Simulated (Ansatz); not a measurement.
Molecule: ethane, C$_{2}$H$_{6}$, net charge 0, singlet state. SMILES: CC
Geometry from a B3LYP-D3(BJ)/def2-TZVP (Ansatz, an electronic-structure program) optimisation:
```
C
H 1 1.0919
H 1 1.0919 2 107.56
H 1 1.0919 2 107.56 3 -115.60
C 1 1.5262 2 111.32 4 -122.20
H 5 1.0919 1 111.32 2 180.00
H 5 1.0919 6 107.56 1 122.20
H 5 1.0919 6 107.56 7 115.60
```

Quantity: vertical triplet-singlet gap, E(triplet) - E(singlet), in eV. Set-up: 6-311+G** with 5d; no dispersion term unless named; UHF or UKS for open shells; no spin-orbit coupling; non-relativistic; valence correlation only; each state is the SCF solution reached for its charge and spin; six Cartesian d functions in 6-31G* and its kin unless marked 5d. Ab initio and DFT rows: single points at B3LYP-D3(BJ) geometries (Ansatz). Levels can end on unlike triplets.

```
level               program  vertical triplet-singlet gap, E(triplet) - E(singlet) (eV)
------------------  -------  ----------------------------------------------------------
HF/6-31G*            Ansatz                                                       11.07
HF/6-311+G**         Ansatz                                                        9.24
PBE/6-31G*           Ansatz                                                       10.13
PBE/6-311+G**        Ansatz                                                        8.34
B3LYP/STO-3G         Ansatz                                                       16.55
B3LYP/3-21G          Ansatz                                                       11.18
B3LYP/6-31G*         Ansatz                                                       10.59
B3LYP/6-311+G**      Ansatz                                                        8.76
MP2/6-311+G**        Ansatz                                                        9.93
wB97M-V/def2-TZVPD   Ansatz                                                        9.20
```

No value to compare with is used here. The 9 habitual levels span 8.34 (PBE/6-311+G**) to 16.55 eV (B3LYP/STO-3G); wB97M-V/def2-TZVPD gives 9.20.

The levels are drawn from those run, B3LYP/6-31G* more often than the rest, none by its result; left out are runs that failed, that the program found above a lower state of the same kind, or whose <S^2> lies over 0.5 above the pure value.
